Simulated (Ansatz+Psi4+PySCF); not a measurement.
A calculation with PySCF 2.14.0.

```python
from pyscf import gto, scf, mp

mol = gto.M(atom="""
Li 0.000000 0.000000 -1.174970
F 0.000000 0.000000 3.524890
""", basis={'F': 'cc-pvtz', 'Li': 'cc-pcvtz'}, charge=0, spin=0)
mf = scf.UHF(mol)
mf.kernel()
pt = mp.MP2(mf, frozen=1).run()
print(mf.e_tot, pt.e_corr, pt.e_tot)
```

The script is written out from the run's settings.

Output:

| Property | Result |
| --- | --- |
| Converged | yes |
| Reference energy | -106.77933 hartree |
| Correlation energy | -0.31032 hartree |
| Total energy | -107.08965 hartree |
| Spin squared of the determinant | 0.000 |

Messages of the program:
```
WARN: beta  nocc = 6  HOMO -0.0787192433792517 >= LUMO -0.0787192433792427
WARN: HOMO -0.0786198320489207 >= LUMO -0.0787192433792427
```

The reference isn't the lowest determinant (another lies 1.61 eV lower), but the same method gives a higher total on the lower determinant. Caution: large amplitudes, a single reference is doubtful.
